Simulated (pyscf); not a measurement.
A first-order saddle from PySCF, ωB97X-D3(BJ)/def2-SVP:

```xyz
7

P     -1.2877    -0.9172    -0.1546
H     -0.8057     0.7013     0.3294
H     -2.3399    -0.1162    -0.6867
H     -1.7896    -0.8382     1.1773
Si     0.6966     0.7059    -0.1106
H      0.6966     0.3544    -1.5715
H      1.3267    -0.4749     0.5725
```
Charge 0, spin multiplicity 1.

Surface: singlet, charge 0. Lowest wavenumbers (cm⁻¹): 697i, 71, 346, 490, 670.

**Question.** Which two sides does it connect, and which bonds change?

**Answer.** PH₃ (SMILES P) + SiH₂ (SMILES [SiH2]) [singlet] ⇌ H₃Si–PH₂ (SMILES [SiH3]P), an insertion read from left to right: H–P broken and P–Si, H–Si formed. At CCSD(T)/def2-TZVPP + ΔMP2(QZVPP) it lies -4.7 kcal/mol from the left side and +55.4 kcal/mol from the right (each side as separated species at their lowest minima found). On the reactant side the descent ends in an adduct with a H–Si contact, 8.9 kcal/mol under the separated species and 2.5 kcal/mol under the saddle at ωB97X-D3(BJ)/def2-TZVP. At CCSD(T) the saddle lies under the separated reactants, which points to a path from their complex (located at ωB97X-D3(BJ) alone). What is counted as formed (H–Si) is already present as a longer contact in the reactant adduct; forming that adduct is a step of its own. One saddle was located; it need not be the lowest between these sides. The CCSD(T) − MP2 part came from Ansatz, without density fitting, on the same reference.
